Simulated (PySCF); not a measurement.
**Simulated absorption spectrum**

Species: C3H3F.
SMILES: `FC1C=C1`

The calculation used TDDFT CAM-B3LYP/def2-SVPD, vertical, gas phase, core orbitals frozen in the response (PySCF). Geometry: PBE0-D3(BJ)/def2-SVP; no solvent, vibrations or thermal averaging.

Computed states:

```tsv
state	E (eV)	f
S1	6.28	0.0006
S2	7.03	0.046
S3	7.79	0.056
S4	8.45	0.039
S5	8.58	0.0000
S6	8.85	0.052
S7	8.87	0.0045
S8	8.97	0.072
S9	9.05	0.045
S10	9.93	0.0000
```

Each state is given a Gaussian of 0.3 eV full width at half maximum, with ε(max) = 2.175×10⁸ f / Δν̃ (Δν̃ the width in cm⁻¹). The width is an assumption, not a result. The curve ends short of the highest state used, and states not computed would add to its high-energy end.

Question: What does the envelope look like, and where are its maxima?

Answer: 
(E (eV), ε (L mol⁻¹ cm⁻¹)): (5.83, 0), (5.90, 1), (5.96, 2), (6.03, 8), (6.09, 18), (6.15, 32), (6.22, 50), (6.28, 57), (6.34, 52), (6.41, 35), (6.47, 20), (6.53, 11), (6.60, 16), (6.66, 59), (6.72, 208), (6.79, 686), (6.85, 1503), (6.92, 2836), (6.98, 3842), (7.04, 4171), (7.11, 3468), (7.17, 2328), (7.23, 1252), (7.30, 462), (7.36, 172), (7.42, 123), (7.49, 351), (7.55, 919), (7.62, 2181), (7.68, 3601), (7.74, 4762), (7.81, 4985), (7.87, 4077), (7.93, 2672), (8.00, 1239), (8.06, 534), (8.12, 291), (8.19, 487), (8.25, 1059), (8.31, 1953), (8.38, 3036), (8.44, 3504), (8.51, 3225), (8.57, 2659), (8.63, 2528), (8.70, 3733), (8.76, 6076), (8.82, 9107), (8.89, 12193), (8.95, 13280), (9.01, 12382), (9.08, 9301), (9.14, 6050), (9.20, 3287), (9.27, 1272), (9.33, 456)

Maxima: 197 nm (6.29 eV), ε about 57, made up of S1 (100%); 176 nm (7.03 eV), ε about 4200, made up of S2 (100%); 159 nm (7.79 eV), ε about 5100, made up of S3 (100%); 147 nm (8.45 eV), ε about 3500, made up of S4 (99%); 138 nm (8.95 eV), ε about 13000, made up of S6 (26%), S8 (49%) and S9 (23%) (ε in L mol⁻¹ cm⁻¹; maxima over ε = 5, shares over 10%).

Question: On this curve, what absorbance would a 10⁻⁵ mol/L sample give at 193 nm over a 1 cm path?

Answer: 193 nm is 6.424 eV, where ε is about 31 L mol⁻¹ cm⁻¹, so A = ε c l ≈ 0.00031 (Beer–Lambert, with the gas-phase spectrum and the assumed width).

Question: Coming from long wavelengths, where does ε first pass 100 L mol⁻¹ cm⁻¹?

Answer: At about 185 nm (6.68 eV), 0.40 eV above S1.

Question: What would ε be at 8.95 eV, the highest of these maxima, with half the width (0.15 eV)?

Answer: About 18500 L mol⁻¹ cm⁻¹ against 13300, a factor of about 1.4; a lone state at its own centre would give exactly 2.

All these states lie below the vertical ionisation energy of 11.09 eV (ΔSCF).
